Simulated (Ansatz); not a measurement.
# hcp Cu (model structure)

All values below come from r²SCAN (Ansatz, a program for electronic structure, plane waves, PAW).

Settings: plane-wave cutoff 500 eV, 36×36×18 k mesh (along the axes of the cell as run), Fermi–Dirac smearing 0.1 eV, no spin polarisation, scalar-relativistic PAW data made under PBE.

Cell (relaxed at this level):

```yaml
crystal:
  lattice:
    - [1.26272, -2.18709, 0.00000]
    - [1.26272, 2.18709, 0.00000]
    - [0.00000, 0.00000, 4.14697]
  atoms:
    - { symbol: Cu, position: [0.33333, 0.66667, 0.25000] }
    - { symbol: Cu, position: [0.66667, 0.33333, 0.75000] }
```

| Quantity | Result |
|---|---|
| band gap | zero (no gap) |

Note: the relaxation could raise the start's symmetry but not lower it, so the cell can be a saddle point.

The result took very roughly 8 core-minutes.

A model structure was made by putting elements into a prototype or built by hand; it is no filed structure, need not be a known phase, and can be a saddle point held by its symmetry.
